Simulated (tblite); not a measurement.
Compound: C5H10N (doublet state).
Atom-mapped SMILES: `[CH3:1][CH2:2][C@@H:3]1[CH:4][CH2:5][NH:6]1` (hydrogens: H7, H8, H9 on C1; H10, H11 on C2; H12 on C3; H13 on C4; H14, H15 on C5; H16 on N6)

Computed with GFN2-xTB (tblite), gas phase: L-BFGS steps from a force-field or distance-geometry start until the largest atomic force falls under 0.01 eV/Å.

Step 42: E = -506.6002 eV
```
atom  x, y, z in Å  |  force x, y, z in eV/Å
C1      2.1591    0.3766   -0.0066   -0.005  -0.010  -0.002
C2      0.9872   -0.5758   -0.2074   -0.001   0.003   0.023
C3     -0.1686   -0.2349    0.7399    0.005  -0.022   0.000
C4     -1.4354   -1.0080    0.5835    0.018  -0.012  -0.046
C5     -2.1659    0.2585    0.3052   -0.028  -0.009  -0.008
N6     -0.8954    0.9890    0.3601   -0.002   0.010   0.007
H7      1.8480    1.3940   -0.2320    0.013  -0.012   0.017
H8      2.9863    0.1116   -0.6612   -0.018   0.000  -0.018
H9      2.5126    0.3396    1.0225   -0.003   0.000  -0.011
H10     1.2918   -1.6074   -0.0170    0.013   0.024  -0.021
H11     0.6240   -0.4986   -1.2334    0.009  -0.034   0.030
H12     0.2228   -0.2143    1.7690    0.002   0.016  -0.004
H13    -1.5684   -1.9622    0.1073    0.011   0.023   0.015
H14    -2.6522    0.3321   -0.6768    0.007   0.005  -0.003
H15    -2.9038    0.5545    1.0618    0.003   0.018   0.012
H16    -0.8498    1.7541    1.0232   -0.024   0.001   0.009
```

Step 43: E = -506.6005 eV
```
atom  x, y, z in Å  |  force x, y, z in eV/Å
C1      2.1591    0.3763   -0.0076   -0.012  -0.015  -0.005
C2      0.9866   -0.5765   -0.2067   -0.010   0.010   0.029
C3     -0.1685   -0.2339    0.7418    0.004  -0.018  -0.002
C4     -1.4351   -1.0070    0.5844    0.021  -0.012  -0.033
C5     -2.1661    0.2587    0.3038   -0.009  -0.008  -0.003
N6     -0.8961    0.9901    0.3628    0.012   0.010  -0.005
H7      1.8478    1.3947   -0.2290    0.006  -0.020   0.013
H8      2.9835    0.1131   -0.6667   -0.016   0.001  -0.008
H9      2.5153    0.3373    1.0206    0.001  -0.005  -0.022
H10     1.2907   -1.6085   -0.0148    0.013   0.039  -0.021
H11     0.6218   -0.5021   -1.2327    0.016  -0.026   0.040
H12     0.2246   -0.2121    1.7704   -0.005   0.010  -0.011
H13    -1.5650   -1.9598    0.1056    0.004   0.005   0.009
H14    -2.6484    0.3298   -0.6805    0.006   0.013   0.004
H15    -2.9057    0.5560    1.0581   -0.004   0.013   0.008
H16    -0.8520    1.7528    1.0287   -0.027   0.004   0.007
```

Task: Estimate the geometry and energy of step 44. (The exact step hangs on the optimiser's Hessian estimate; all steps are aligned on step 43, rigid shifts and turns removed.)

Result: E = -506.6008 eV, largest force 0.043 eV/Å
```
atom  x, y, z in Å  |  force x, y, z in eV/Å
C1      2.1586    0.3757   -0.0088   -0.011  -0.012  -0.005
C2      0.9858   -0.5771   -0.2055   -0.011   0.014   0.025
C3     -0.1682   -0.2333    0.7439    0.001  -0.003  -0.002
C4     -1.4344   -1.0060    0.5848    0.015  -0.007  -0.014
C5     -2.1662    0.2588    0.3023    0.011  -0.004   0.003
N6     -0.8964    0.9912    0.3656    0.016   0.009  -0.013
H7      1.8476    1.3949   -0.2260   -0.004  -0.018   0.006
H8      2.9802    0.1144   -0.6720   -0.012  -0.003  -0.001
H9      2.5178    0.3351    1.0184    0.007  -0.012  -0.023
H10     1.2899   -1.6089   -0.0137    0.015   0.038  -0.013
H11     0.6196   -0.5053   -1.2312    0.016  -0.015   0.036
H12     0.2262   -0.2101    1.7719   -0.009   0.004  -0.012
H13    -1.5618   -1.9578    0.1046   -0.002  -0.018  -0.001
H14    -2.6439    0.3278   -0.6843    0.001   0.020   0.010
H15    -2.9077    0.5575    1.0542   -0.006   0.005  -0.001
H16    -0.8547    1.7519    1.0339   -0.027   0.003   0.004
```

The energy changes by -0.0003 eV. The first-order estimate −F·Δx gives -0.0004 eV and the mean of the old and new forces, exact on a quadratic surface, -0.0003 eV. The step makes an angle of 77° with the force vector and moves no atom by more than 0.006 Å.

The cost below is that of the whole relaxation. The run took 0.23 s on an Arm Neoverse V2 with one thread, shared host.
